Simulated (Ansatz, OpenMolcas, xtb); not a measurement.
# Ligand exchange: NaF + H3NO → NaNH2 + HOF

Species: NaF, singlet; H3NO (hydroxylamine) `NO`, singlet; NaNH2 `[NH2][Na]`, singlet; HOF (hypofluorous acid) `OF`, singlet. The partners trade F for NH2: Na–F and O–NH2 bonds give way to Na–NH2 and O–F.

Shapes, held fixed at every level: PBE0-D4/def2-TZVP. Flexible molecules stand in one conformer, not always the lowest. Programs: Ansatz 0.2.0, OpenMolcas 26.06, xtb 6.7.1. A level may come from different programs for different species; with the same settings they agree closely. The zero-point and thermal change to 298 K, harmonic and unscaled (PBE0-D4/def2-TZVP), is -12.1 kJ/mol.

```json
{"level": "GFN2-xTB", "kind": "semi-empirical", "ΔH(298 K) (kJ/mol)": "+378.2", "less CCSD(T)/def2-TZVPP": "+60.9"}
{"level": "HF/def2-SVP", "kind": "Hartree–Fock", "ΔH(298 K) (kJ/mol)": "+359.2", "less CCSD(T)/def2-TZVPP": "+41.9"}
{"level": "r2SCAN-D4/def2-TZVPP", "kind": "meta-GGA", "ΔH(298 K) (kJ/mol)": "+316.0", "less CCSD(T)/def2-TZVPP": "-1.3"}
{"level": "B3LYP/6-31G* (spherical functions)", "kind": "global hybrid", "ΔH(298 K) (kJ/mol)": "+303.9", "less CCSD(T)/def2-TZVPP": "-13.4"}
{"level": "wB97M-V/def2-TZVPP", "kind": "range-separated hybrid", "ΔH(298 K) (kJ/mol)": "+319.2", "less CCSD(T)/def2-TZVPP": "+1.9"}
{"level": "wB97X-V/def2-TZVPP", "kind": "range-separated hybrid", "ΔH(298 K) (kJ/mol)": "+324.8", "less CCSD(T)/def2-TZVPP": "+7.5"}
{"level": "CCSD(T)/def2-SVP", "kind": "coupled cluster or CI", "ΔH(298 K) (kJ/mol)": "+324.4", "less CCSD(T)/def2-TZVPP": "+7.1"}
{"level": "CCSD/def2-SVP", "kind": "coupled cluster or CI", "ΔH(298 K) (kJ/mol)": "+332.2", "less CCSD(T)/def2-TZVPP": "+14.9"}
{"level": "CCSD(T)/def2-TZVPP", "kind": "coupled cluster or CI", "ΔH(298 K) (kJ/mol)": "+317.3", "less CCSD(T)/def2-TZVPP": "0.0"}
```

The highest level, CCSD(T)/def2-TZVPP, gives ΔH(298 K) = +317.3 kJ/mol; the levels span +303.9 to +378.2. GFN2-xTB strays far from the other rows. The column of differences is taken from that level and isn't an error. No measured value is set beside it here. Outer-core shells of Na are correlated in most correlated rows, in sets that cover them unevenly.
